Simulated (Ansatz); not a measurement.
**C3H9O+: a ladder of functionals and wavefunction methods**

One table from this session's results is given with a row withheld; the runs are named, their logs left out.

Program: Ansatz 0.2.0, Gaussian basis. Level of theory: functionals in def2-TZVPP, the program's frozen cores in correlated methods. These are calculated values, not measurements.

Levels to be run: LDA (SPW92), PBE-D4, revPBE-D4, BLYP-D4, r2SCAN-D4, B97M-V, PBE0-D4, B3LYP-D4, r2SCANh-D4, r2SCAN0-D4, HSE06-D4, BHLYP-D4, CAM-B3LYP-D4, LC-ωPBE, ωB97X-V, ωB97M-V, B2PLYP, PBE-QIDH; CCSD(T)/def2-SVP; CCSD(T)/def2-TZVPP; CCSD(T)/def2-QZVPP; extrapolation to the limit; RPA on PBE.

### The relaxed structure

The geometry comes from an earlier relaxation with PBE0-D4 in a triple-zeta def2 set; it is a stationary point, not always the lowest conformer.

SMILES `C[O+](C)C`, 13 atoms, charge 1, spin multiplicity 1.

Atoms are counted from 1 here; the program's logs count them from 0.

Bond lengths: C1–O2 1.464 Å, C1–H5 1.087 Å, C1–H6 1.087 Å, C1–H7 1.090 Å, O2–C3 1.464 Å, O2–C4 1.464 Å, C3–H8 1.087 Å, C3–H9 1.090 Å, C3–H10 1.087 Å, C4–H11 1.087 Å, C4–H12 1.087 Å, C4–H13 1.090 Å. Angles: O2–C1–H5 106.5°, O2–C1–H6 106.5°, O2–C1–H7 109.1°, H5–C1–H6 110.8°, H5–C1–H7 111.9°, H6–C1–H7 111.9°, C1–O2–C3 113.9°, C1–O2–C4 113.8°, C3–O2–C4 113.9°, O2–C3–H8 106.5°, O2–C3–H9 109.1°, O2–C3–H10 106.5°, H8–C3–H9 111.9°, H8–C3–H10 110.8°, H9–C3–H10 111.9°, O2–C4–H11 106.5°, O2–C4–H12 106.5°, O2–C4–H13 109.1° and more.

The first run:

Input file in.yaml:

```yaml
crystal:
  periodic: [false, false, false]
  atoms:
    - {symbol: C, position_ang: [-0.494743, 1.015485, -0.855295]}
    - {symbol: O, position_ang: [-0.350697, -0.022162, 0.167625]}
    - {symbol: C, position_ang: [0.557343, 0.342247, 1.256911]}
    - {symbol: C, position_ang: [-0.115553, -1.361088, -0.376290]}
    - {symbol: H, position_ang: [-1.282258, 0.680502, -1.524852]}
    - {symbol: H, position_ang: [-0.790362, 1.922213, -0.334576]}
    - {symbol: H, position_ang: [0.455934, 1.137450, -1.375369]}
    - {symbol: H, position_ang: [0.198736, 1.288343, 1.653145]}
    - {symbol: H, position_ang: [1.570912, 0.424866, 0.863222]}
    - {symbol: H, position_ang: [0.475525, -0.444335, 2.002088]}
    - {symbol: H, position_ang: [-0.924499, -1.555926, -1.075105]}
    - {symbol: H, position_ang: [-0.158574, -2.047172, 0.465215]}
    - {symbol: H, position_ang: [0.858235, -1.380423, -0.866698]}
basis:
  gaussian: {orbitals: def2-TZVPP}
total_charge: 1
hamiltonian: {xc: lda}
output: {orbitals: {seedname: orbitals}}
```

Run with:

```
$ ansatz run in.yaml --threads 2 --pin off --events-out ev --progress --plain --max-ram 32768MiB --backend cpu
```

Among the steps run: LDA; PBE-D4 (GGA); revPBE-D4 (GGA); BLYP-D4 (GGA); r2SCAN-D4 (meta-GGA); B97M-V (meta-GGA); B3LYP-D4 (hybrid); r2SCANh-D4 (hybrid); r2SCAN0-D4 (hybrid); HSE06-D4 (hybrid); BHLYP-D4 (hybrid); CAM-B3LYP-D4 (range-separated); LC-ωPBE (range-separated); ωB97X-V (range-separated); ωB97M-V (range-separated); B2PLYP (double hybrid); PBE-QIDH (double hybrid).

One table of the session follows, with a row left open; its other results are not shown here.

It belongs to the step «Orbital energies across the functionals». Levels are read from the orbital files that the runs wrote:

| functional | HOMO (eV) | LUMO (eV) | gap (eV) |
| --- | --- | --- | --- |
| LDA (SPW92) | -13.59 | -6.22 | 7.36 |
| PBE-D4 | -13.55 | -5.94 | 7.61 |
| revPBE-D4 | -13.52 | -5.81 | 7.71 |
| BLYP-D4 | -13.47 | -5.79 | 7.68 |
| r2SCAN-D4 | -13.88 | -5.50 | 8.38 |
| B97M-V | -14.06 | -5.59 | 8.47 |
| PBE0-D4 | -15.16 | -4.75 | 10.42 |
| B3LYP-D4 | -14.93 | -5.02 | 9.91 |
| r2SCANh-D4 | -14.48 | -5.08 | 9.40 |
| r2SCAN0-D4 | -15.39 | -4.47 | 10.91 |
| HSE06-D4 | ? | ? | ? |
| BHLYP-D4 | -16.74 | -3.63 | 13.11 |
| CAM-B3LYP-D4 | -16.64 | -3.63 | 13.01 |
| LC-ωPBE | -18.00 | -2.29 | 15.70 |
| ωB97X-V | -17.67 | -2.47 | 15.21 |
| ωB97M-V | -17.58 | -2.76 | 14.81 |

Q: Estimate the row for HSE06-D4 from the others.

As computed: HOMO (eV): -14.75; LUMO (eV): -5.13; gap (eV): 9.62. In the column «HOMO (eV)» it lies between B3LYP-D4 (-14.93) and r2SCANh-D4 (-14.48).
